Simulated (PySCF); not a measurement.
## Working out the electron affinity of Al

Al⁻ [Ne] 3s2 3p2 (3P) → Al [Ne] 3s2 3p1 (2P). Computed with PySCF 2.14 in aug-cc-pwCVTZ (8s7p5d3f, 75 functions), with no relativity, point nucleus. Frozen: [Ne]. Energies in hartree (1 hartree = 27.21139 eV):

| part | Al⁻ (lower) | Al (upper) |
| --- | --- | --- |
| UHF | -241.879839 | -241.879246 |
| CCSD correlation | -0.064575 | -0.051431 |
| (T) | -0.003066 | -0.001203 |

Question: What does Hartree-Fock give?

Answer: (-241.879246) − (-241.879839) = 0.000593 hartree = 0.016 eV.

Question: What do CCSD and CCSD(T) give?

Answer: The CCSD correlation energies differ by 0.013144 hartree = 0.358 eV and the triples by 0.001863 hartree = 0.051 eV, so CCSD gives 0.374 eV and CCSD(T) 0.425 eV.

A first-order spin-orbit estimate adds -0.003 eV to CCSD(T) (valence), giving 0.422 eV against 0.433 eV (measured; photodetachment measurements, as compiled on the Wikipedia data page of electron affinities).

What remains against the reference includes basis incompleteness, the frozen core and higher excitations.
